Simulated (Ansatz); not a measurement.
**How the equilibrium lattice constant a of La (model structure, started from the beta-Sn type, I4₁/amd, No. 141, 2 atoms in the cell) moves with the method**

No measured value is used here.

| level (code) | value (Å) |
|---|---|
| PBE (Ansatz) | 6.229 |
| PBEsol (Ansatz) | 5.971 |
| PBE-D3(BJ) (Ansatz) | 6.028 |
| r²SCAN (Ansatz) | 6.158 |

Ansatz's density-functional and Hartree–Fock values are scalar-relativistic unless marked +SOC, with PAW data made under PBE.

A model structure was made by putting elements into a prototype or built by hand; it is no filed structure, need not be a known phase, and can be a saddle point held by its symmetry.

Ansatz is an electronic-structure program.
